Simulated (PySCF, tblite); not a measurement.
CH₅NSi.
Atom-mapped SMILES: `[CH2:1]=[N:2][SiH3:3]` (hydrogens: H4, H5 on C1; H6, H7, H8 on Si3)

Computed with GFN2-xTB (tblite), gas phase: Langevin dynamics at 400 K from the optimised GFN2-xTB geometry, time step 0.5 fs, friction 0.01 fs⁻¹, 2000 steps. Over the second half of the run the saved frames average 472 K.

Frame at 250 fs, instantaneous temperature 290 K:
```
atom  x, y, z in Å
C1      1.697   -0.399   -0.005
N2      0.616   -0.896   -0.427
Si3    -1.045   -0.411   -0.346
H4      1.809    0.562    0.494
H5      2.665   -0.830   -0.209
H6     -1.754   -1.815   -0.308
H7     -1.441    0.324   -1.463
H8     -1.553    0.390    0.706
```

Frame at 425 fs, instantaneous temperature 683 K:
```
atom  x, y, z in Å
C1      1.583   -0.635   -0.399
N2      0.429   -0.413   -0.844
Si3    -1.213   -0.805   -0.756
H4      1.659   -1.360    0.390
H5      2.493   -0.206   -0.755
H6     -1.687   -1.444   -1.911
H7     -1.854    0.493   -0.549
H8     -1.727   -1.558    0.507
```

Frame at 625 fs, instantaneous temperature 305 K:
```
atom  x, y, z in Å
C1      0.745    0.115   -0.780
N2      0.106   -0.679   -1.492
Si3    -1.519   -1.178   -1.284
H4      0.344    0.670    0.236
H5      1.772    0.335   -1.142
H6     -1.849   -2.153   -2.392
H7     -2.366    0.093   -1.521
H8     -1.738   -1.662    0.081
```

Frame at 800 fs, instantaneous temperature 482 K:
```
atom  x, y, z in Å
C1      0.722   -0.044   -0.248
N2     -0.081   -0.907   -0.539
Si3    -1.631   -0.862   -1.355
H4      0.510    0.957   -0.187
H5      1.528   -0.578    0.259
H6     -1.433   -1.203   -2.745
H7     -2.300    0.424   -1.562
H8     -2.528   -1.829   -0.524
```

Frame at 1000 fs, instantaneous temperature 392 K:
```
atom  x, y, z in Å
C1     -0.108   -0.548   -0.209
N2     -1.153   -0.824   -0.807
Si3    -2.583    0.043   -1.256
H4      0.346    0.433    0.020
H5      0.543   -1.448   -0.136
H6     -2.993   -0.562   -2.584
H7     -2.527    1.539   -0.884
H8     -3.537   -0.633   -0.302
```

Problem. What do single points at PBE0/pcSseg-1 (PySCF, gas phase) give on these frames?

Solution. 
```csv
t (fs),GFN2-xTB E above start (eV),DFT E above lowest frame (eV),HOMO (eV),LUMO (eV),dipole (D)
250,0.31,0.03,-7.10,-1.16,2.01
425,0.29,0.00,-6.81,-1.14,1.68
625,0.42,0.00,-7.04,-1.05,1.35
800,0.59,0.37,-6.87,-0.76,1.47
1000,0.37,0.09,-6.81,-0.75,1.59
```

The two levels order the frames alike by energy but for pairs within 0.08 eV at one level; measured from each level's lowest frame they differ by 0.13 eV at most. The HOMO–LUMO gap runs from 5.67 to 6.11 eV. These are instantaneous structures, not minima.

Problem. And the isotropic GIAO shieldings (ppm) from the same runs?

Solution. 
| atom | 250 fs | 425 fs | 625 fs | 800 fs | 1000 fs | mean | range |
| --- | --- | --- | --- | --- | --- | --- | --- |
| C1 | 5.7 | 7.9 | 7.7 | 11.9 | 16.1 | 9.9 | 10.4 |
| N2 | -154.6 | -176.6 | -132.1 | -163.8 | -158.1 | -157.0 | 44.5 |
| Si3 | 410.3 | 425.2 | 408.7 | 411.0 | 409.7 | 413.0 | 16.5 |
| H4 | 23.0 | 23.1 | 21.2 | 23.3 | 22.3 | 22.6 | 2.1 |
| H5 | 22.7 | 22.4 | 22.6 | 22.0 | 22.6 | 22.5 | 0.7 |
| H6 | 25.1 | 27.2 | 25.9 | 26.9 | 25.4 | 26.1 | 2.1 |
| H7 | 27.5 | 26.3 | 26.1 | 27.0 | 25.7 | 26.5 | 1.8 |
| H8 | 27.3 | 25.8 | 26.9 | 25.5 | 26.1 | 26.3 | 1.8 |

The cost below is that of the whole dynamics run. On one thread of an Arm Neoverse V1, no GPU, shared host with 32 logical CPUs at a one-minute load of 9.5, this took 5.0 s of wall time and 0.18 GiB of memory at its peak.
